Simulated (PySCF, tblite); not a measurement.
# C₃H₅ClF radical: geometry, infrared bands and EPR parameters

What infrared bands and EPR parameters should C₃H₅ClF radical (`C[CH][C@@H](F)Cl`) show?

Programs: tblite 0.8.0 and PySCF 2.14.0, with density-fitted response routines of our own. Each step states its level of theory. These are calculated values for one molecule in the gas phase, unless marked as measured. Atoms count from 0, in the outputs and in this text.

**1. Starting geometry**

10 atoms, charge 0, multiplicity 2; geometry from: force field or distance geometry start.

Bonds of the start (Å): C0–C1 1.50, C1–C2 1.48, C2–F3 1.41, C2–Cl4 1.80, C0–H5 1.12, C0–H6 1.11, C0–H7 1.11, C1–H8 1.10, C2–H9 1.13.

**2. Optimising the geometry with GFN2-xTB**

Job settings and geometry (Å):

```
{"job": {"kind": "relax", "xc": "GFN2-xTB", "basis": "xTB"}, "charge": 0, "multiplicity": 2}
C      1.261700    -0.035400     0.382600
C      0.098900    -0.418900    -0.490100
C     -1.211400     0.169300    -0.126200
F     -1.845400     0.805400    -1.209100
Cl    -2.237100    -1.229600     0.367500
H      0.961200     0.099100     1.452100
H      1.966100    -0.890600     0.367100
H      1.852400     0.827500     0.002800
H      0.328700    -0.173400    -1.536900
H     -1.166300     0.851300     0.767600
```

Command:

```
OMP_NUM_THREADS=1 python probes_run.py task.json out
```

One launch serves the whole session: the jobs run in the order shown.

**Question.** This job is followed by: GFN2-xTB harmonic vibrations, gas phase; UKS B3LYP, pcH-1 on C Cl F H, non-relativistic, mean-field spin-orbit, GIAO. Predict these results of the whole session: strongest single infrared mode (GFN2-xTB); zero-point energy (GFN2-xTB); g(iso) (B3LYP); ⟨S²⟩; largest a(iso) (averaged by class); potential on the surface of density 0.002 e/bohr³, 1st and 99th percentile.

**Answer**, as computed:

| quantity | value |
| --- | --- |
| strongest single infrared mode (GFN2-xTB) | 1092 cm⁻¹, 91 km/mol |
| zero-point energy (GFN2-xTB) | 44.1 kcal/mol |
| g(iso) (B3LYP) | 2.00399 |
| ⟨S²⟩ | 0.756 (exact 0.75) |
| largest a(iso) (averaged by class) | 13C on C1, 81.1 MHz |
| potential on the surface of density 0.002 e/bohr³, 1st and 99th percentile | -1.01 V and 1.40 V |

What this shows: The optimisation took 72 steps and gained 0.588 eV; among the close pairs (by a distance rule), C2–Cl4 changed most, from 1.804 to 1.936 Å. All 24 modes are real, so the xTB geometry is a minimum. The strongest single mode, at 1092 cm⁻¹, is spread over several atoms, C2, H9, F3 among them. GFN2-xTB is a fitted tight-binding method: band positions and strengths are rough. Its intensities can rank the bands wrongly. C1 carries the largest spin population, 0.89 e. The isotropic g lies 1.7 ppt above the free-electron value. These values are for one conformer; the search (at its own cheap level) found 2 more, at 0.44, 0.44 kcal/mol, and measured spectra average over such forms.
